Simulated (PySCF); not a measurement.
# SiN⁻: from constants to spectrum

RHF-CCSD(T) constants of SiN⁻, ¹Σ⁺ (singlet), closed shell (PySCF, no relativity, basis sets Si aug-pcseg-1, N aug-pcseg-1; masses 27.9769 and 14.0031 u):

```
ωe              : 1092.3 cm⁻¹
ωexe            : 6.11 cm⁻¹
Be              : 0.68902 cm⁻¹
αe              : 0.00531 cm⁻¹
D (centrifugal) : 1.1e-06 cm⁻¹
De to Si⁻ + N   : 5.50 eV
```

(1) Estimate the standard entropy (1 bar) and heat capacity of the ideal gas at 1000 K, rigid rotor with B0 and harmonic oscillator at the fundamental.

Correlated steps freeze 6 core orbitals. Correlated levels converge slowly with the basis: in double zeta they bind strong bonds too weakly, by up to about 1 eV, and carry superposition errors of some tenths. For an ion De counts to the pair picked by the measured ionisation energies or electron affinities, which need not be the lowest pair at this level. Where the molecule has an RHF reference, its open-shell atoms are computed with UHF. The CCSD T1 diagnostic is raised, a sign that a single reference may not be enough here.

## Answers

(1) Translation (Sackur–Tetrode, M = 41.98 u): 180.6 J/(mol K). Rotation: q = kT/(σB0) = 1010 with σ = 1, 65.9. Vibration: x = hcν0/kT = 1.55, 5.44. S° = 251.9 J/(mol K); Cp = 7R/2 + 6.83 = 35.9 J/(mol K).
